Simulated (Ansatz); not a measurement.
A calculation with Ansatz (development build ahead of 0.2.0).

```yaml
crystal:
  periodic: [false, false, false]
  atoms:
    - { symbol: O, position_ang: [-0.02879, -0.18647, -0.13798] }
    - { symbol: H, position_ang: [0.72344, 0.00978, -0.70753] }
    - { symbol: O, position_ang: [3.0116, 0.20918, 0.11942] }
    - { symbol: H, position_ang: [3.41146, -0.66145, 0.11393] }
    - { symbol: H, position_ang: [2.50072, 0.29122, 0.88824] }
basis:
  gaussian: { orbitals: def2-SVP }
magnetization:
  spin_polarized: true
  initial_magnetization: 1
hamiltonian:
  xc: pbe0
output:
  forces: true
```

The input is written out in the form of the current development build from the run's settings.

Results

```json
{
 "Converged": "yes",
 "Total energy": "-151.87233 hartree",
 "Spin squared of the determinant": "0.752",
 "Stability test": "minimum"
}
```

Forces (eV/Å):
```
atom      Fx      Fy      Fz
  O1  -0.563  -0.147   0.441
  H2   0.773   0.173  -0.351
  O3   1.010   0.283  -2.230
  H4  -0.082  -0.178   0.289
  H5  -1.138  -0.131   1.850
```

Caution: charge can spread falsely over distant fragments.
